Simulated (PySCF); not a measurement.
# HN···H2Al: magnetic exchange

Aim: compute the magnetic exchange of HN···H2Al.

Computed with PySCF 2.14.0 and routines of our own; the level stands in each step. Atoms count from 0.

## 1. The starting structure

5 atoms, charge 0, high-spin multiplicity 4; geometry from: GFN2-xTB fragments, placed rigidly.

The system (radical pair): HN···H2Al. The radical centres are 2.88 Å apart, tilted by 45 degrees; the spin sites are atoms 0, 1 (2 unpaired) and atoms 2, 3, 4 (1 unpaired).

## 2. Magnetic exchange: CASSCF and SC-NEVPT2/def2-TZVP (3,3)

The job: settings as JSON, then the geometry in Å.

```
{"job": {"kind": "cas", "basis": "def2-TZVP", "active": "magnetic", "zfs": false}, "charge": 0, "high_spin_multiplicity": 4, "spin_sites": [[[0, 1], 2], [[2, 3, 4], 1]]}
N      0.035800     0.292800    -1.728000
H     -0.988000     0.292800    -1.728000
Al     0.035800     0.292800     1.152000
H      1.275200     0.032500     0.208700
H     -0.358800    -0.910800     2.095400
```

Level: CASSCF and SC-NEVPT2/def2-TZVP spin states, gas phase.

Started as:

```console
> OMP_NUM_THREADS=1 python exch_run.py task.json out
```

The driver reads the jobs from task.json and runs them one after another.

Log:

```text
start orbitals: natural orbitals of the high-spin HF determinant (converged)
active space: 3 electrons in 3 orbitals, 10 closed; orbitals optimised for multiplicities 4 2
macro   0  E = -297.9919233301  dE =  0.000e+00  |g| = 4.140e-02
macro   1  E = -297.9924007220  dE = -4.774e-04  |g| = 1.632e-02
macro   2  E = -297.9925064266  dE = -1.057e-04  |g| = 6.235e-03
macro   3  E = -297.9925201762  dE = -1.375e-05  |g| = 3.561e-03
macro   4  E = -297.9925299888  dE = -9.813e-06  |g| = 2.271e-03
macro   5  E = -297.9925334500  dE = -3.461e-06  |g| = 1.861e-03
macro   6  E = -297.9925356498  dE = -2.200e-06  |g| = 1.060e-03
macro   7  E = -297.9925362162  dE = -5.664e-07  |g| = 5.257e-04
macro   8  E = -297.9925363475  dE = -1.313e-07  |g| = 2.275e-04
macro   9  E = -297.9925363676  dE = -2.013e-08  |g| = 1.034e-04
CASSCF converged, mean energy = -297.9925363676
2S+1 = 4  root 0  E(CAS) = -297.99173660  E(NEVPT2) = -298.20068558  occupations 1.000 1.000 1.000
2S+1 = 2  root 0  E(CAS) = -297.99333614  E(NEVPT2) = -298.20319073  occupations 1.183 1.000 0.817
```

It took 1.1 s on 1 thread of Arm Neoverse V1, shared host.

In short:

| quantity | value |
| --- | --- |
| J (CASSCF) | -117 cm⁻¹ |
| J (NEVPT2) | -183 cm⁻¹ |
| low less high spin (NEVPT2) | -1.6 kcal/mol |

Mulliken spin populations of the high-spin state:

| atom | value (e) |
| --- | --- |
| N0 | 1.96 |
| H1 | 0.01 |
| Al2 | 0.97 |
| H3 | 0.03 |
| H4 | 0.03 |

## 3. Magnetic exchange: HF/def2-TZVP

The job: settings as JSON, then the geometry in Å.

```
{"job": {"kind": "bs", "xc": "HF", "basis": "def2-TZVP", "rks": false}, "charge": 0, "high_spin_multiplicity": 4, "spin_sites": [[[0, 1], 2], [[2, 3, 4], 1]]}
N      0.035800     0.292800    -1.728000
H     -0.988000     0.292800    -1.728000
Al     0.035800     0.292800     1.152000
H      1.275200     0.032500     0.208700
H     -0.358800    -0.910800     2.095400
```

With the program's defaults for keys left out, this is: HF/def2-TZVP high-spin and broken-symmetry single points, gas phase.

Log:

```text
high-spin state, multiplicity 4
final grid: 39000 points
cycle   1  E = -297.9219236900  dE = -6.131e-01  |g| = 2.618e-01  |ddm| = 1.223e+00
cycle   2  E = -297.9857496868  dE = -6.383e-02  |g| = 1.012e-01  |ddm| = 3.795e-01
cycle   3  E = -297.9966133057  dE = -1.086e-02  |g| = 4.346e-02  |ddm| = 1.246e-01
cycle   4  E = -298.0001934234  dE = -3.580e-03  |g| = 1.504e-02  |ddm| = 9.383e-02
cycle   5  E = -298.0006988732  dE = -5.054e-04  |g| = 7.136e-03  |ddm| = 3.101e-02
cycle   6  E = -298.0008506785  dE = -1.518e-04  |g| = 3.632e-03  |ddm| = 1.709e-02
cycle   7  E = -298.0009053055  dE = -5.463e-05  |g| = 1.773e-03  |ddm| = 1.240e-02
cycle   8  E = -298.0009212734  dE = -1.597e-05  |g| = 8.671e-04  |ddm| = 7.788e-03
cycle   9  E = -298.0009253674  dE = -4.094e-06  |g| = 4.717e-04  |ddm| = 3.956e-03
cycle  10  E = -298.0009266371  dE = -1.270e-06  |g| = 2.092e-04  |ddm| = 2.396e-03
cycle  11  E = -298.0009268427  dE = -2.056e-07  |g| = 6.737e-05  |ddm| = 1.083e-03
cycle  12  E = -298.0009268555  dE = -1.279e-08  |g| = 3.391e-05  |ddm| = 1.952e-04
cycle  13  E = -298.0009268598  dE = -4.335e-09  |g| = 1.705e-05  |ddm| = 1.112e-04
converged SCF energy = -298.0009268598

broken-symmetry state, M_S = 0.5, start: spins of the second site flipped
final grid: 39000 points
cycle   1  E = -297.9996032256  dE = -9.685e-03  |g| = 3.821e-02  |ddm| = 9.515e-02
cycle   2  E = -298.0009700538  dE = -1.367e-03  |g| = 1.657e-02  |ddm| = 3.587e-02
cycle   3  E = -298.0013606483  dE = -3.906e-04  |g| = 5.357e-03  |ddm| = 2.585e-02
cycle   4  E = -298.0014193282  dE = -5.868e-05  |g| = 2.781e-03  |ddm| = 9.518e-03
cycle   5  E = -298.0014420346  dE = -2.271e-05  |g| = 1.247e-03  |ddm| = 7.333e-03
cycle   6  E = -298.0014495046  dE = -7.470e-06  |g| = 4.833e-04  |ddm| = 5.791e-03
cycle   7  E = -298.0014509296  dE = -1.425e-06  |g| = 2.643e-04  |ddm| = 2.336e-03
cycle   8  E = -298.0014514373  dE = -5.077e-07  |g| = 1.291e-04  |ddm| = 1.484e-03
cycle   9  E = -298.0014515511  dE = -1.138e-07  |g| = 4.562e-05  |ddm| = 8.793e-04
cycle  10  E = -298.0014515588  dE = -7.710e-09  |g| = 2.049e-05  |ddm| = 2.144e-04
converged SCF energy = -298.0014515588

<S^2> high spin = 3.7718, broken symmetry = 1.7561
E(HS) - E(BS) = 115.16 cm-1
J_noodleman = -57.58 cm-1
J_unprojected = -38.39 cm-1
J_yamaguchi = -57.13 cm-1
```

Wall time 0.4 s (1 thread of Arm Neoverse V1, shared host).

Key values:

| quantity | value |
| --- | --- |
| J (Yamaguchi) | -57 cm⁻¹ |
| low less high spin, projected | -0.5 kcal/mol |

## 4. Magnetic exchange: B3LYP/def2-TZVP

The job: settings as JSON, then the geometry in Å.

```
{"job": {"kind": "bs", "xc": "B3LYP", "grid": 1, "basis": "def2-TZVP", "rks": false}, "charge": 0, "high_spin_multiplicity": 4, "spin_sites": [[[0, 1], 2], [[2, 3, 4], 1]]}
N      0.035800     0.292800    -1.728000
H     -0.988000     0.292800    -1.728000
Al     0.035800     0.292800     1.152000
H      1.275200     0.032500     0.208700
H     -0.358800    -0.910800     2.095400
```

With the program's defaults for keys left out, this is: B3LYP/def2-TZVP high-spin and broken-symmetry single points, gas phase.

Log:

```text
high-spin state, multiplicity 4
final grid: 18888 points
cycle   1  E = -298.8293754845  dE = -1.900e-02  |g| = 3.032e-02  |ddm| = 2.159e-01
cycle   2  E = -298.8299309482  dE = -5.555e-04  |g| = 2.271e-02  |ddm| = 6.311e-02
cycle   3  E = -298.8302219787  dE = -2.910e-04  |g| = 7.074e-03  |ddm| = 2.260e-02
cycle   4  E = -298.8302639543  dE = -4.198e-05  |g| = 2.126e-03  |ddm| = 1.061e-02
cycle   5  E = -298.8302706075  dE = -6.653e-06  |g| = 6.690e-04  |ddm| = 5.009e-03
cycle   6  E = -298.8302713951  dE = -7.877e-07  |g| = 2.309e-04  |ddm| = 1.483e-03
cycle   7  E = -298.8302715400  dE = -1.449e-07  |g| = 5.527e-05  |ddm| = 8.909e-04
cycle   8  E = -298.8302715498  dE = -9.763e-09  |g| = 2.199e-05  |ddm| = 2.269e-04
converged SCF energy = -298.8302715498

broken-symmetry state, M_S = 0.5, start: spins of the second site flipped
final grid: 18888 points
cycle   1  E = -298.8330609758  dE = -8.278e-03  |g| = 1.882e-02  |ddm| = 1.985e-01
cycle   2  E = -298.8338007976  dE = -7.398e-04  |g| = 8.044e-03  |ddm| = 5.920e-02
cycle   3  E = -298.8339526885  dE = -1.519e-04  |g| = 6.315e-03  |ddm| = 2.914e-02
cycle   4  E = -298.8340145473  dE = -6.186e-05  |g| = 2.928e-03  |ddm| = 1.365e-02
cycle   5  E = -298.8340324611  dE = -1.791e-05  |g| = 1.631e-03  |ddm| = 9.007e-03
cycle   6  E = -298.8340419352  dE = -9.474e-06  |g| = 4.301e-04  |ddm| = 8.498e-03
cycle   7  E = -298.8340430907  dE = -1.155e-06  |g| = 2.039e-04  |ddm| = 2.895e-03
cycle   8  E = -298.8340434081  dE = -3.175e-07  |g| = 5.716e-05  |ddm| = 1.945e-03
cycle   9  E = -298.8340434290  dE = -2.085e-08  |g| = 2.428e-05  |ddm| = 4.753e-04
cycle  10  E = -298.8340434306  dE = -1.562e-09  |g| = 1.053e-05  |ddm| = 8.897e-05
converged SCF energy = -298.8340434306

<S^2> high spin = 3.7597, broken symmetry = 1.6353
E(HS) - E(BS) = 827.83 cm-1
J_noodleman = -413.92 cm-1
J_unprojected = -275.94 cm-1
J_yamaguchi = -389.67 cm-1
```

Wall time 2 s (1 thread of Arm Neoverse V1, shared host).

From this job:

| quantity | value |
| --- | --- |
| J (Yamaguchi) | -390 cm⁻¹ |
| low less high spin, projected | -3.4 kcal/mol |

## 5. Magnetic exchange: B3LYP/def2-TZVP, X2C, other SCF options

The job: settings as JSON, then the geometry in Å.

```
{"job": {"kind": "bs", "xc": "B3LYP", "grid": 1, "basis": "def2-TZVP", "rks": false, "scf": {"guess": "atom", "max_cycle": 64}, "x2c": true}, "charge": 0, "high_spin_multiplicity": 4, "spin_sites": [[[0, 1], 2], [[2, 3, 4], 1]]}
N      0.035800     0.292800    -1.728000
H     -0.988000     0.292800    -1.728000
Al     0.035800     0.292800     1.152000
H      1.275200     0.032500     0.208700
H     -0.358800    -0.910800     2.095400
```

Method: B3LYP/def2-TZVP high-spin and broken-symmetry single points, scalar X2C, gas phase.

Log:

```text
high-spin state, multiplicity 4
final grid: 18888 points
cycle   1  E = -299.1388388853  dE = -8.531e-02  |g| = 4.354e-01  |ddm| = 1.203e+00
cycle   2  E = -298.8454088056  dE =  2.934e-01  |g| = 7.741e-01  |ddm| = 1.028e+00
cycle   3  E = -299.2496625230  dE = -4.043e-01  |g| = 4.590e-02  |ddm| = 7.947e-01
cycle   4  E = -299.2538511358  dE = -4.189e-03  |g| = 2.735e-02  |ddm| = 1.026e-01
cycle   5  E = -299.2545641130  dE = -7.130e-04  |g| = 7.892e-03  |ddm| = 3.888e-02
cycle   6  E = -299.2546858532  dE = -1.217e-04  |g| = 2.034e-03  |ddm| = 2.112e-02
cycle   7  E = -299.2546933868  dE = -7.534e-06  |g| = 8.153e-04  |ddm| = 5.211e-03
cycle   8  E = -299.2546948726  dE = -1.486e-06  |g| = 4.302e-04  |ddm| = 2.121e-03
cycle   9  E = -299.2546952182  dE = -3.456e-07  |g| = 1.095e-04  |ddm| = 1.261e-03
cycle  10  E = -299.2546952417  dE = -2.350e-08  |g| = 3.360e-05  |ddm| = 3.232e-04
cycle  11  E = -299.2546952437  dE = -2.042e-09  |g| = 7.617e-06  |ddm| = 9.579e-05
converged SCF energy = -299.2546952437

broken-symmetry state, M_S = 0.5, start: spins of the second site flipped
final grid: 18888 points
cycle   1  E = -299.2574450607  dE = -8.243e-03  |g| = 1.873e-02  |ddm| = 1.977e-01
cycle   2  E = -299.2581799452  dE = -7.349e-04  |g| = 7.995e-03  |ddm| = 5.908e-02
cycle   3  E = -299.2583305878  dE = -1.506e-04  |g| = 6.187e-03  |ddm| = 2.886e-02
cycle   4  E = -299.2583915568  dE = -6.097e-05  |g| = 2.894e-03  |ddm| = 1.374e-02
cycle   5  E = -299.2584086903  dE = -1.713e-05  |g| = 1.635e-03  |ddm| = 8.791e-03
cycle   6  E = -299.2584179827  dE = -9.292e-06  |g| = 4.254e-04  |ddm| = 8.386e-03
cycle   7  E = -299.2584191156  dE = -1.133e-06  |g| = 2.020e-04  |ddm| = 2.865e-03
cycle   8  E = -299.2584194269  dE = -3.113e-07  |g| = 5.678e-05  |ddm| = 1.923e-03
cycle   9  E = -299.2584194475  dE = -2.056e-08  |g| = 2.436e-05  |ddm| = 4.709e-04
cycle  10  E = -299.2584194490  dE = -1.572e-09  |g| = 1.051e-05  |ddm| = 8.961e-05
converged SCF energy = -299.2584194490

<S^2> high spin = 3.7597, broken symmetry = 1.6364
E(HS) - E(BS) = 817.37 cm-1
J_noodleman = -408.68 cm-1
J_unprojected = -272.46 cm-1
J_yamaguchi = -384.94 cm-1
```

Run time: 2.4 s. Hardware: 1 thread of Arm Neoverse V1, shared host.

In short:

| quantity | value |
| --- | --- |
| J (Yamaguchi) | -385 cm⁻¹ |
| low less high spin, projected | -3.3 kcal/mol |

## 6. Magnetic exchange: CASSCF and SC-NEVPT2/def2-TZVP, X2C (3,3)

The job: settings as JSON, then the geometry in Å.

```
{"job": {"kind": "cas", "basis": "def2-TZVP", "active": "natural", "max": 5, "thr": 0.008, "zfs": false, "x2c": true}, "charge": 0, "high_spin_multiplicity": 4, "spin_sites": [[[0, 1], 2], [[2, 3, 4], 1]]}
N      0.035800     0.292800    -1.728000
H     -0.988000     0.292800    -1.728000
Al     0.035800     0.292800     1.152000
H      1.275200     0.032500     0.208700
H     -0.358800    -0.910800     2.095400
```

With the program's defaults for keys left out, this is: CASSCF and SC-NEVPT2/def2-TZVP spin states, scalar X2C, gas phase.

Log:

```text
start orbitals: natural orbitals of the high-spin HF determinant (converged)
active space: 3 electrons in 3 orbitals, 10 closed; orbitals optimised for multiplicities 4 2
macro   0  E = -298.4151807082  dE =  0.000e+00  |g| = 4.142e-02
macro   1  E = -298.4156594985  dE = -4.788e-04  |g| = 1.634e-02
macro   2  E = -298.4157656140  dE = -1.061e-04  |g| = 6.241e-03
macro   3  E = -298.4157793503  dE = -1.374e-05  |g| = 3.554e-03
macro   4  E = -298.4157890506  dE = -9.700e-06  |g| = 2.254e-03
macro   5  E = -298.4157924622  dE = -3.412e-06  |g| = 1.847e-03
macro   6  E = -298.4157946422  dE = -2.180e-06  |g| = 1.057e-03
macro   7  E = -298.4157952067  dE = -5.644e-07  |g| = 5.259e-04
macro   8  E = -298.4157953378  dE = -1.311e-07  |g| = 2.267e-04
macro   9  E = -298.4157953577  dE = -1.992e-08  |g| = 1.025e-04
CASSCF converged, mean energy = -298.4157953577
2S+1 = 4  root 0  E(CAS) = -298.41500718  E(NEVPT2) = -298.62405907  occupations 1.000 1.000 1.000
2S+1 = 2  root 0  E(CAS) = -298.41658353  E(NEVPT2) = -298.62653544  occupations 1.182 1.000 0.818
```

It took 0.9 s on 1 thread of Arm Neoverse V1, shared host.

In short:

| quantity | value |
| --- | --- |
| J (CASSCF) | -115 cm⁻¹ |
| J (NEVPT2) | -181 cm⁻¹ |
| low less high spin (NEVPT2) | -1.6 kcal/mol |

## 7. Magnetic exchange: HF/def2-TZVP, other SCF options

The job: settings as JSON, then the geometry in Å.

```
{"job": {"kind": "bs", "xc": "HF", "basis": "def2-TZVP", "rks": false, "scf": {"guess": "random", "max_cycle": 74}}, "charge": 0, "high_spin_multiplicity": 4, "spin_sites": [[[0, 1], 2], [[2, 3, 4], 1]]}
N      0.035800     0.292800    -1.728000
H     -0.988000     0.292800    -1.728000
Al     0.035800     0.292800     1.152000
H      1.275200     0.032500     0.208700
H     -0.358800    -0.910800     2.095400
```

Method: HF/def2-TZVP high-spin and broken-symmetry single points, gas phase.

Log:

```text
high-spin state, multiplicity 4
start from random orthonormal orbitals
final grid: 39000 points
cycle   1  E = -241.6755731103  dE = -1.834e+02  |g| = 1.447e+01  |ddm| = 4.905e+01
cycle   2  E = -181.7551093042  dE =  5.992e+01  |g| = 8.198e+00  |ddm| = 9.671e+00
cycle   3  E = -262.6718612394  dE = -8.092e+01  |g| = 9.138e+00  |ddm| = 8.469e+00
cycle   4  E = -278.6021614588  dE = -1.593e+01  |g| = 5.229e+00  |ddm| = 4.291e+00
cycle   5  E = -294.2966889420  dE = -1.569e+01  |g| = 2.448e+00  |ddm| = 4.617e+00
cycle   6  E = -291.4620241986  dE =  2.835e+00  |g| = 1.816e+00  |ddm| = 5.964e+00
cycle   7  E = -294.8486380213  dE = -3.387e+00  |g| = 1.833e+00  |ddm| = 6.078e+00
cycle   8  E = -295.3387034748  dE = -4.901e-01  |g| = 1.586e+00  |ddm| = 7.159e-01
cycle   9  E = -297.0363707821  dE = -1.698e+00  |g| = 8.431e-01  |ddm| = 2.108e+00
cycle  10  E = -297.5309954359  dE = -4.946e-01  |g| = 4.763e-01  |ddm| = 8.636e-01
[... 54 cycles left out ...]
cycle  65  E = -297.7998987977  dE =  2.096e-04  |g| = 1.387e-02  |ddm| = 1.516e-02
cycle  66  E = -297.7989302994  dE =  9.685e-04  |g| = 1.371e-02  |ddm| = 3.209e-02
cycle  67  E = -297.7999535611  dE = -1.023e-03  |g| = 1.375e-02  |ddm| = 3.680e-02
cycle  68  E = -297.7995522640  dE =  4.013e-04  |g| = 1.346e-02  |ddm| = 5.441e-02
cycle  69  E = -297.7992727813  dE =  2.795e-04  |g| = 1.335e-02  |ddm| = 1.560e-02
cycle  70  E = -297.7991513027  dE =  1.215e-04  |g| = 1.315e-02  |ddm| = 2.199e-02
cycle  71  E = -297.7990640197  dE =  8.728e-05  |g| = 1.267e-02  |ddm| = 4.501e-02
cycle  72  E = -297.7988861479  dE =  1.779e-04  |g| = 1.266e-02  |ddm| = 2.068e-02
cycle  73  E = -297.7987486512  dE =  1.375e-04  |g| = 1.273e-02  |ddm| = 1.573e-02
cycle  74  E = -297.7989985827  dE = -2.499e-04  |g| = 1.276e-02  |ddm| = 1.935e-02
SCF not converged, last energy = -297.7989985827

broken-symmetry state, M_S = 0.5, start: spins of the second site flipped
final grid: 39000 points
cycle   1  E = -297.7796421178  dE = -4.414e-02  |g| = 7.417e-02  |ddm| = 2.381e-01
cycle   2  E = -297.8021870033  dE = -2.254e-02  |g| = 5.634e-02  |ddm| = 1.777e-01
cycle   3  E = -297.8212508474  dE = -1.906e-02  |g| = 4.854e-02  |ddm| = 1.797e-01
cycle   4  E = -297.8334931367  dE = -1.224e-02  |g| = 4.752e-02  |ddm| = 1.251e-01
cycle   5  E = -297.8450775833  dE = -1.158e-02  |g| = 5.026e-02  |ddm| = 1.134e-01
cycle   6  E = -297.8394515411  dE =  5.626e-03  |g| = 4.559e-02  |ddm| = 6.307e-02
cycle   7  E = -297.8423767554  dE = -2.925e-03  |g| = 3.603e-02  |ddm| = 1.890e-01
cycle   8  E = -297.8418704028  dE =  5.064e-04  |g| = 2.915e-02  |ddm| = 6.718e-02
cycle   9  E = -297.8470159429  dE = -5.146e-03  |g| = 2.088e-02  |ddm| = 1.443e-01
cycle  10  E = -297.8495255787  dE = -2.510e-03  |g| = 1.724e-02  |ddm| = 7.766e-02
[... 45 cycles left out ...]
cycle  56  E = -297.8484141870  dE =  3.049e-07  |g| = 3.681e-04  |ddm| = 9.970e-04
cycle  57  E = -297.8484139351  dE =  2.519e-07  |g| = 3.619e-04  |ddm| = 7.826e-04
cycle  58  E = -297.8484140275  dE = -9.243e-08  |g| = 3.692e-04  |ddm| = 4.520e-04
cycle  59  E = -297.8484132891  dE =  7.385e-07  |g| = 3.476e-04  |ddm| = 1.222e-03
cycle  60  E = -297.8484113361  dE =  1.953e-06  |g| = 2.674e-04  |ddm| = 3.520e-03
cycle  61  E = -297.8484103890  dE =  9.471e-07  |g| = 2.081e-04  |ddm| = 2.038e-03
cycle  62  E = -297.8484097400  dE =  6.490e-07  |g| = 1.567e-04  |ddm| = 2.101e-03
cycle  63  E = -297.8484092804  dE =  4.596e-07  |g| = 7.937e-05  |ddm| = 2.570e-03
cycle  64  E = -297.8484092497  dE =  3.067e-08  |g| = 3.822e-05  |ddm| = 9.742e-04
cycle  65  E = -297.8484092497  dE =  9.095e-12  |g| = 2.520e-05  |ddm| = 2.952e-04
converged SCF energy = -297.8484092497

<S^2> high spin = 3.9052, broken symmetry = 1.2536
E(HS) - E(BS) = 10844.39 cm-1
J_noodleman = -5422.19 cm-1
J_unprojected = -3614.80 cm-1
J_yamaguchi = -4089.87 cm-1
```

Run time: 3 s. Hardware: 1 thread of Arm Neoverse V1, shared host.

What is wrong: the input is at fault (random start orbitals), so numbers printed on the way are no properties; the log names what stopped the run.

## 8. Spin gaps side by side

J for H = −2J S1·S2; the gap is low spin less high spin (projected; unprojected where the broken-symmetry state collapsed; or NEVPT2):

| step | level | geometry | J (cm⁻¹) | gap (kcal/mol) | time |
| --- | --- | --- | --- | --- | --- |
| 2 | CASSCF and SC-NEVPT2/def2-TZVP (3,3) | one | -183 | -1.6 | 1.1 s |
| 3 | HF/def2-TZVP | one | -57 | -0.5 | 0.4 s |
| 4 | B3LYP/def2-TZVP | one | -390 | -3.4 | 2 s |
| 5 | B3LYP/def2-TZVP, X2C, other SCF options | one | -385 | -3.3 | 2.4 s |
| 6 | CASSCF and SC-NEVPT2/def2-TZVP, X2C (3,3) | one | -181 | -1.6 | 0.9 s |

CASSCF times leave out a start SCF that an earlier step had already made.

## 9. What came out

| quantity | value |
| --- | --- |
| J (CASSCF) (step 2, CASSCF and SC-NEVPT2/def2-TZVP (3,3)) | -117 cm⁻¹ |
| J (NEVPT2) (step 2, CASSCF and SC-NEVPT2/def2-TZVP (3,3)) | -183 cm⁻¹ |
| low less high spin (NEVPT2) (step 2, CASSCF and SC-NEVPT2/def2-TZVP (3,3)) | -1.6 kcal/mol |
| J | -390 (B3LYP/def2-TZVP) to -57 cm⁻¹ (HF/def2-TZVP) |
| runs | 1 failed, 0 ended on unsound input |

The levels with a meaningful J put the low-spin state lower (antiferromagnetic coupling), from -390 to -57 cm⁻¹.
